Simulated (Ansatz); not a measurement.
## AsH⁻, sextet: the ladder up to UCCSDT(Q)

Geometry: that of the AsH⁻, quartet, kept fixed. The doublet lies 5.1 eV lower here.

| atom | x (Å) | y (Å) | z (Å) |
| --- | --- | --- | --- |
| As | 0.0000 | 0.0000 | 0.0000 |
| H | 0.0000 | 0.0000 | 2.0518 |

Basis aug-cc-pVTZ; Ansatz 0.2.0. Correlated methods freeze the noble-gas cores and the filled d shells of p-block atoms, which leaves 7 electrons in 68 orbitals. R marks a restricted (for open shells ROHF) determinant, U an unrestricted one. No spin–orbit coupling is included, and no scalar relativity. This anion state lies near or above the neutral species, so the extra electron is weakly bound or unbound and the energies hang on the diffuse functions.

Full CI isn't at hand for all of this; UCCSDT(Q) serves as the reference, and is uncertain by the last step of the cluster series or more.

- UHF ⟨S²⟩: 8.751
- T1 diagnostic (RCCSD): 0.0476
- largest doubles amplitude (RCCSD): 0.034
- T1 diagnostic (UCCSD): 0.0475

**Question.** From what is known of these methods and the diagnostics, rank them by the size of their error in total energy against UCCSDT(Q) in aug-cc-pVTZ, smallest first (an estimate: the text doesn't fix the numbers).
A. UHF
B. UCCSD(T)
C. UCCSD
D. UMP2
E. UCCSDT

**Answer.** E (0.09 kcal/mol), B (0.58 kcal/mol), C (3.02 kcal/mol), D (13.20 kcal/mol), A (64.16 kcal/mol).

All errors are against UCCSDT(Q) in aug-cc-pVTZ. Within each family the higher level lies nearer, as is usual though not guaranteed.
